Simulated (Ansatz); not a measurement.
Antiferromagnetic bcc Cr

Computed with r²SCAN-D4 (plane waves, PAW; Ansatz, a program for electronic structure).

Run with plane-wave cutoff 560 eV, 20×20×20 k mesh, Fermi–Dirac smearing 0.05 eV, spin-polarised with opposed moments, scalar-relativistic PAW data made under PBE.

Cell (relaxed at this level):

```
Cr
1.0
    2.94764     0.00000     0.00000
    0.00000     2.94764     0.00000
    0.00000     0.00000     2.94764
Cr
2
Cartesian
  0.00000   0.00000   0.00000
  1.47382   1.47382   1.47382
```
Starting moments (μB, in the order of the record's atoms Cr Cr): 1.5 -1.5.

```yaml
bulk modulus B0: 111 GPa
band_gap: none
magnetic moment (largest site, within a sphere): 2.46 μB
pressure derivative B′ of the bulk modulus: 4.3
```

Measured, for comparison: bulk modulus 194 GPa (corrected for temperature and zero-point phonon effects, our sources range from 174 to 205; as tabulated in Levämäki et al. (2014), arXiv:1402.3671). Computed (rounded) less measured: bulk modulus not scored (sources differ).

Note: the commensurate order stands in for chromium's spin-density wave, and the size of the moments varies much between levels; the collinear magnetic order is the start's and need not be the measured one.

Moments are spin moments.

The computed numbers hold no vibrational or temperature effects.
